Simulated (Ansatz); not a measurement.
in.yaml

```yaml
crystal:
  periodic: [false, false, false]
  atoms:
    - {symbol: Br, position_ang: [0.000000, 0.000000, -1.964333]}
    - {symbol: H, position_ang: [0.000000, 0.000000, 0.158667]}
    - {symbol: Br, position_ang: [0.000000, 0.000000, 1.805667]}
basis:
  gaussian: {orbitals: cc-pVDZ}
magnetization: {spin_polarized: true, initial_magnetization: 1}
correlation: {method: ccsdt_q, electrons: outside_noble_gas}
```

```sh
$ ansatz run in.yaml --threads 1 --pin off --events-out ev --progress --plain --max-ram 2393MiB
```

The program prints:

```
1097 factors; integrals over basis functions are off by at most 1.8e-7 eV
mean field evaluation 1: about -140009.9674 eV, gradient 8.3e0 eV
mean field evaluation 2: about -140009.9721 eV, gradient 8.3e0 eV
mean field evaluation 4: about -140010.9118 eV, gradient 1.5e0 eV
mean field evaluation 8: about -140010.9634 eV, gradient 1.6e-1 eV
mean field evaluation 16: about -140010.9639 eV, gradient 5.6e-1 eV
mean field evaluation 32: about -140011.0717 eV, gradient 1.2e-3 eV
mean field evaluation 64: about -140010.9640 eV, gradient 1.8e-6 eV
mean field evaluation 96: about -140010.9640 eV, gradient 3.9e-6 eV
mean field evaluation 128: about -140011.0053 eV, gradient 1.8e-1 eV
mean field evaluation 160: about -140007.9780 eV, gradient 1.1e1 eV
...
cycle   8  -7.02514558 eV  change   -4.8e-4 eV  update   8.3e-4
cycle   9  -7.02518748 eV  change   -4.2e-5 eV  update   4.0e-4
cycle  10  -7.02495051 eV  change    2.4e-4 eV  update   2.2e-4
cycle  11  -7.02504141 eV  change   -9.1e-5 eV  update   1.2e-4
cycle  12  -7.02509791 eV  change   -5.6e-5 eV  update   5.3e-5
cycle  13  -7.02512146 eV  change   -2.4e-5 eV  update   2.6e-5
cycle  14  -7.02512954 eV  change   -8.1e-6 eV  update   1.5e-5
cycle  15  -7.02512555 eV  change    4.0e-6 eV  update   7.7e-6
cycle  16  -7.02512712 eV  change   -1.6e-6 eV  update   3.5e-6
cycle  17  -7.02512674 eV  change    3.8e-7 eV  update   1.2e-6
perturbative correction -0.01210964 eV, -0.0004450211 hartree
Total energy: -140018.10895914 eV, -5145.5705965655 hartree
```

Ran on 1 thread of Arm Neoverse V1, shared host: 44 s wall, 0.33 GiB peak host memory.
